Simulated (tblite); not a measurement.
Species: C5H5O (doublet state).
Numbering: `[CH2:1]=[CH:2][CH2:3][C:4]=[C:5]=[O:6]` (hydrogens: H7, H8 on C1; H9 on C2; H10, H11 on C3)
Bond orders are those of one Lewis drawing.

Computed with GFN2-xTB (tblite), gas phase: L-BFGS steps from a force-field or distance-geometry start until the largest atomic force falls under 0.01 eV/Å.

Step 14: E = -467.3759 eV
```
atom  x, y, z in Å  |  force x, y, z in eV/Å
C1     -1.9380    0.1055    0.4498   -0.143  -0.017   0.248
C2     -0.7817    0.2380   -0.1692   -0.104   0.236   0.104
C3      0.2988   -0.7848   -0.2787    0.149  -0.109  -0.074
C4      1.6290   -0.2284   -0.1623    0.184   0.168   0.078
C5      2.4446    0.7231   -0.3211    0.109   0.133  -0.127
O6      3.3685    1.4589   -0.4556   -0.388  -0.419   0.178
H7     -2.6414    0.9157    0.5305    0.026   0.125  -0.156
H8     -2.2619   -0.7834    0.9616    0.178  -0.239  -0.062
H9     -0.5203    1.1796   -0.6195   -0.040   0.235  -0.157
H10     0.2894   -1.1846   -1.3020   -0.113  -0.126  -0.148
H11     0.1184   -1.6369    0.3805    0.141   0.012   0.116
```

Step 15: E = -467.3890 eV
```
atom  x, y, z in Å  |  force x, y, z in eV/Å
C1     -1.9386    0.1024    0.4533   -0.107   0.023   0.218
C2     -0.7802    0.2429   -0.1615   -0.094   0.186  -0.046
C3      0.3015   -0.7816   -0.2894    0.049  -0.070   0.095
C4      1.6299   -0.2298   -0.1614    0.090   0.047  -0.009
C5      2.4486    0.7154   -0.3156    0.012   0.171  -0.130
O6      3.3640    1.4562   -0.4495   -0.113  -0.239   0.152
H7     -2.6366    0.9210    0.5248    0.029   0.007  -0.104
H8     -2.2603   -0.7929    0.9610    0.181  -0.115  -0.085
H9     -0.5305    1.1832   -0.6263   -0.033   0.182  -0.078
H10     0.2720   -1.1926   -1.3066   -0.070  -0.092  -0.139
H11     0.1356   -1.6216    0.3851    0.055  -0.100   0.127
```

Step 16: E = -467.3961 eV
```
atom  x, y, z in Å  |  force x, y, z in eV/Å
C1     -1.9425    0.1026    0.4605    0.045   0.036   0.090
C2     -0.7833    0.2479   -0.1561   -0.033   0.071  -0.114
C3      0.3012   -0.7818   -0.2943    0.084   0.024   0.130
C4      1.6348   -0.2306   -0.1669   -0.251  -0.161  -0.055
C5      2.4478    0.7162   -0.3181    0.262   0.375  -0.129
O6      3.3687    1.4540   -0.4385   -0.177  -0.263   0.136
H7     -2.6363    0.9273    0.5189    0.009  -0.081  -0.037
H8     -2.2575   -0.8016    0.9603    0.156   0.002  -0.085
H9     -0.5366    1.1869   -0.6314   -0.053   0.107  -0.003
H10     0.2613   -1.2017   -1.3113   -0.056  -0.023  -0.020
H11     0.1478   -1.6166    0.3909    0.015  -0.087   0.087
```

Problem. Estimate the geometry and energy of step 17. (The exact step hangs on the optimiser's Hessian estimate; all steps are aligned on step 16, rigid shifts and turns removed.)

Solution. E = -467.3994 eV, largest force 0.201 eV/Å
```
atom  x, y, z in Å  |  force x, y, z in eV/Å
C1     -1.9426    0.1032    0.4652    0.121   0.040  -0.007
C2     -0.7854    0.2523   -0.1561    0.032  -0.021  -0.112
C3      0.3027   -0.7820   -0.2950   -0.097   0.019   0.071
C4      1.6337   -0.2329   -0.1685    0.050   0.106  -0.096
C5      2.4488    0.7186   -0.3168   -0.180  -0.054  -0.070
O6      3.3694    1.4510   -0.4352    0.053  -0.071   0.108
H7     -2.6357    0.9289    0.5154   -0.018  -0.109   0.007
H8     -2.2532   -0.8072    0.9584    0.144   0.060  -0.076
H9     -0.5403    1.1926   -0.6345   -0.062   0.031   0.039
H10     0.2546   -1.2058   -1.3150   -0.038   0.025   0.112
H11     0.1534   -1.6163    0.3960   -0.006  -0.026   0.024
```

The energy changes by -0.0032 eV. The first-order estimate −F·Δx gives -0.0064 eV and the mean of the old and new forces, exact on a quadratic surface, -0.0032 eV. The step makes an angle of 63° with the force vector and moves no atom by more than 0.009 Å.

What follows is the cost of the whole relaxation. Time: 1.9 s wall, 0.89 s CPU. Hardware: one thread of an Intel Xeon at 2.50 GHz, no GPU (shared host).
